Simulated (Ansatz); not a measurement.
# CH3NSi: the cost of one run

All numbers below are computed with Ansatz 0.2.0 (RKS CAM-B3LYP-D4/cc-pVDZ).

## Step 1: The structure to begin with

Bond lengths: C1–N2 1.212 Å, C1–Si3 1.768 Å, N2–Si3 1.829 Å, C1–H4 1.038 Å, Si3–H5 1.503 Å, Si3–H6 1.503 Å. Angles: C1–N2–Si3 67.6°, N2–C1–Si3 73.0°, N2–C1–H4 138.0°, Si3–C1–H4 148.9°, C1–Si3–N2 39.3°, C1–Si3–H5 119.1°, C1–Si3–H6 120.2°, N2–Si3–H5 104.6°, N2–Si3–H6 105.1°, H5–Si3–H6 115.4°.

Structure file:

```xyz
6

C    -0.4118   -0.9813   -0.1186
N     0.7376   -0.8962    0.2569
Si   -0.0250    0.7420   -0.0281
H    -1.0951   -1.7283   -0.3466
H     0.8080    1.3630   -1.1135
H     0.0284    1.4367    1.3036
```

## Step 2: Relaxing end A

File input.yaml:

```yaml
crystal:
  periodic: [false, false, false]
  atoms:
    - { symbol: C, position_ang: [-0.4118, -0.9813, -0.1186] }
    - { symbol: "N", position_ang: [0.7376, -0.8962, 0.2569] }
    - { symbol: Si, position_ang: [-0.025, 0.742, -0.0281] }
    - { symbol: H, position_ang: [-1.0951, -1.7283, -0.3466] }
    - { symbol: H, position_ang: [0.808, 1.363, -1.1135] }
    - { symbol: H, position_ang: [0.0284, 1.4367, 1.3036] }
basis:
  gaussian: { orbitals: cc-pVDZ }
hamiltonian:
  xc: cam_b3lyp
  dispersion: d4
relax:
  f_tol: 0.02
  max_steps: 50
output:
  orbitals: {}
```

On the command line:

```sh
$ ansatz run input.yaml --threads 1 --pin off --max-ram 2048MiB --backend cpu --events-out ev --progress --plain --runs-dir out
```

Q: Estimate wall time and peak memory on 1 thread of Arm Neoverse N1, shared host.

About 29 s, with a peak of 0.13 GiB.
